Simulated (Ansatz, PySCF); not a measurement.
Molecule: C2H2 (charge 0, singlet). SMILES: C#C
Coordinates optimised at B3LYP-D3(BJ)/def2-TZVP (Ansatz, an electronic-structure program):
```xyz
4

C      0.0000     0.0000    -0.5984
C      0.0000     0.0000     0.5984
H      0.0000     0.0000     1.6611
H      0.0000     0.0000    -1.6611
```
Charge 0, spin multiplicity 1.

Quantity: enthalpy of formation at 298 K, in kcal/mol. Set-up: non-relativistic; 6-311+G** with 5d; frozen cores in correlated levels; 6-31G* and kin with 6d, 5d where marked; open shells spin-unrestricted; spin-orbit terms left out; no dispersion term unless named. CBS marks a two-point X^-3 extrapolation of the correlation energy; Hartree-Fock from the larger set. Ab initio and DFT rows: single points at B3LYP-D3(BJ) geometries (Ansatz), with unscaled harmonic terms from B3LYP/6-31G* at its own minima, enthalpies of formation by atomisation with measured atoms.

Measured values: Active Thermochemical Tables 1.112 (ions: stationary electron), as tabulated in the package chemicals; they hold spin-orbit and core effects, anharmonicity. 

Value to compare with, the measured value: 54.6 kcal/mol.

```tsv
level	program	enthalpy of formation at 298 K (kcal/mol)	error
HF/3-21G	Ansatz	183.1	128.5
PBE/3-21G	Ansatz	51.6	-3.0
B3LYP/6-31G**	Ansatz	60.6	6.0
B3LYP/cc-pVDZ	Ansatz	66.9	12.3
M06-2X/6-311+G**	PySCF	58.7	4.1
B3PW91/6-31G* (5d)	PySCF	61.1	6.5
PBE/def2-TZVPD	Ansatz	45.7	-8.9
wB97X-V/def2-TZVPD	Ansatz	59.7	5.1
CCSD(T)/CBS(aug-cc-pVTZ,aug-cc-pVQZ)	Ansatz	56.6	2.0
```

Among the 6 habitual levels, HF/3-21G lies farthest from the measured value (128.5 kcal/mol) and PBE/3-21G nearest (-3.0); 5 of 6 lie above it, and their mean absolute error is 26.7 kcal/mol, the median 6.2. One case shows no general order.

The levels are drawn from those run, B3LYP/6-31G* more often than the rest, none by its result; runs whose electronic state is in doubt are left out.
